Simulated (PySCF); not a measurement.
# Vibration and rotation of OH⁺

UHF-CCSD(T) constants of OH⁺, ³Σ⁻ (triplet), unpaired electrons π ↑↑ (basis H aug-pcseg-1, O aug-pcseg-1; no relativity; PySCF 2.14; masses 1.0078 and 15.9949 u):

- ωe: 3060.8 cm⁻¹
- ωexe: 84.9 cm⁻¹
- Be: 16.524 cm⁻¹
- αe: 0.779 cm⁻¹
- De to H⁺ + O: 5.22 eV

(1) What force constant and bond length do these constants imply?

(2) Estimate the centrifugal constant D from the Kratzer relation and find the Dunham coefficient a1.

Correlated steps freeze 1 core orbital. Correlated levels converge slowly with the basis: in double zeta they bind strong bonds too weakly, by up to about 1 eV, and carry superposition errors of some tenths. For an ion De counts to the pair picked by the measured ionisation energies or electron affinities, which need not be the lowest pair at this level. The state is the lowest determinant that a PBE0 search found; another state may lie lower at other levels.

Answers

(1) Reduced mass μred = 0.94809 u; k = 5.8918×10⁻⁷·μred·ωe² (u, cm⁻¹, mdyn/Å) = 5.23 mdyn/Å; Re = √(16.8576/(μred·Be)) (u, cm⁻¹, Å) = 1.037 Å.

(2) D = 4Be³/ωe² = 0.00193 cm⁻¹; a1 = −1 − αeωe/(6Be²) = -2.46.
